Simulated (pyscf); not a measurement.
HO–GeH₃ + H₂O → HO–GeH₃ + H₂O (four-centre exchange; singlet surface; H–O, H–O broken, H–O, H–O formed). Optimised with ωB97X-D3(BJ)/def2-SVP in PySCF. Correlated levels are frozen-core, on RHF or UHF. ΔMP2 is the change of the MP2 total energy from the triple- to the quadruple-zeta basis. Energies in kcal/mol from the separated reactants.

| level | barrier | reaction energy |
|---|---|---|
| ωB97X-D3(BJ)/def2-TZVP | 39.2 | 0.0 |
| PBE/def2-TZVP | 30.2 | 0.0 |
| B3LYP-D3(BJ)/def2-TZVP | 36.9 | 0.0 |
| PBE0-D3(BJ)/def2-TZVP | (withheld) | 0.0 |
| MP2/def2-QZVPP | 38.4 | 0.0 |
| CCSD(T)/def2-TZVPP | 40.8 | 0.0 |
| CCSD(T)/def2-TZVPP + ΔMP2(QZVPP) | (withheld) | 0.0 |

Q: Complete the blanks.

A: 
- PBE0-D3(BJ)/def2-TZVP, barrier: 35.1
- CCSD(T)/def2-TZVPP + ΔMP2(QZVPP), barrier: 41.3

On the reactant side the descent ends in a complex (not fully relaxed), 6.1 kcal/mol under the separated species and 45.2 kcal/mol under the saddle at ωB97X-D3(BJ)/def2-TZVP. On the product side the descent ends in a complex (not fully relaxed), 6.0 kcal/mol under the separated species and 45.1 kcal/mol under the saddle at ωB97X-D3(BJ)/def2-TZVP. This is the saddle that the search found; another between the same sides may lie lower. The CCSD(T) − MP2 part came from Ansatz, without density fitting, on the same reference. The frozen core leaves the outer d or s,p core shells of the metals and heavy elements correlated in the MP2 and CC values, and def2-TZVPP describes them poorly, which can shift differences by a few kcal/mol. Elements up to Kr have no core potential and no relativistic terms here.
